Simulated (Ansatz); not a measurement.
The input, for Ansatz 0.2.0:

```yaml
crystal:
  periodic: [false, false, false]
  atoms:
    - {symbol: O, position_ang: [0.000000, -0.118484, 0.076624]}
    - {symbol: H, position_ang: [0.000000, 1.421852, -2.114049]}
    - {symbol: H, position_ang: [0.000000, 0.458887, 0.897764]}
basis:
  gaussian: {orbitals: cc-pVDZ}
total_charge: 1
magnetization: {spin_polarized: false, initial_magnetization: 1}
correlation: {method: fic_mrcisd_q, electrons: outside_noble_gas, active_space: {window: {electrons: 3, orbitals: 3}}}
```

```sh
$ ansatz run in.yaml --threads 1 --pin off --events-out ev --progress --plain --max-ram 2393MiB
```

The program prints:

```
217 factors; integrals over basis functions are off by at most 1.6e-3 eV
mean field evaluation 1: about -2048.1397 eV, gradient 4.5e1 eV
mean field evaluation 2: about -2048.1394 eV, gradient 4.5e1 eV
mean field evaluation 4: about -2051.5708 eV, gradient 1.5e1 eV
mean field evaluation 8: about -2048.9496 eV, gradient 2.4e1 eV
mean field evaluation 16: about -2052.2500 eV, gradient 5.0e-6 eV
mean field evaluation 32: about -2051.7848 eV, gradient 3.0e-3 eV
mean field evaluation 64: about -2051.7848 eV, gradient 3.0e-3 eV
mean field -2052.25002929 eV, -75.4187975115 hartree, gradient 1.7e-6 eV, S^2 0.750000; 10 other end points of the search recorded, 0 dependent functions left out
reference -2052.25002929 eV, -75.4187975115 hartree; 5, 4 occupied and 19, 20 virtual orbitals, 217 factors
state -2053.92734757 eV, -75.4804378214 hartree
contracted CI cycle   1: correlation 0.00000000 eV, 0.0000000000 hartree, residual 2.05e1 eV
contracted CI cycle   2: correlation -3.57331828 eV, -0.1313170249 hartree, residual 2.21e0 eV
contracted CI cycle   3: correlation -3.63380057 eV, -0.1335397080 hartree, residual 6.08e-1 eV
contracted CI cycle   4: correlation -3.63927867 eV, -0.1337410243 hartree, residual 1.54e-1 eV
contracted CI cycle   5: correlation -3.63959749 eV, -0.1337527407 hartree, residual 3.56e-2 eV
contracted CI cycle   6: correlation -3.63961959 eV, -0.1337535529 hartree, residual 1.39e-2 eV
contracted CI cycle   7: correlation -3.63962491 eV, -0.1337537486 hartree, residual 9.95e-3 eV
contracted CI cycle   8: correlation -3.63962698 eV, -0.1337538243 hartree, residual 4.99e-3 eV
contracted CI cycle   9: correlation -3.63962736 eV, -0.1337538383 hartree, residual 1.59e-3 eV
contracted CI cycle  10: correlation -3.63962739 eV, -0.1337538396 hartree, residual 4.52e-4 eV
state -2053.92734757 eV, -75.4804378214 hartree; corrected -2057.70692364 eV, -75.6193346801 hartree
Total energy: -2057.70692364 eV, -75.6193346801 hartree
```

Ran on 1 thread of AMD EPYC 9B45, shared host: 0.24 s wall, 0.15 GiB peak host memory.
